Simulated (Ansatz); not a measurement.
System: 2H MoS₂. Method: PBE-D4 (Ansatz, an electronic-structure program, PAW).

Numerical settings: plane-wave cutoff 520 eV, 12×12×4 k mesh (along the axes of the cell as run), perturbation theory, no spin polarisation, scalar-relativistic PAW data made under PBE.

Computed at the level's own relaxed cell.

Task: Give the computed electronic dielectric constant ε∞ (mean over three axes) and static dielectric constant (mean over three axes).

Result: 
electronic dielectric constant ε∞ (mean over three axes): 12.6
static dielectric constant (mean over three axes): 12.7

Measured, for comparison: high-frequency dielectric constant 12.2 (temperature not stated, no zero-point or thermal correction, mean of the two values across and the one along c; as tabulated in Pike et al. (2018), arXiv:1804.02196); static dielectric constant 12.7 (temperature not stated, no zero-point or thermal correction, polycrystalline average of the tensor's eigenvalues; as tabulated in Petousis et al. (2017), doi:10.1038/sdata.2016.134). Computed (rounded) less measured: high-frequency dielectric constant +3 %, static dielectric constant 0.0 %.

Note: the dispersion coefficients are held fixed in the derivatives.

The result took around 30 core-minutes (rough).
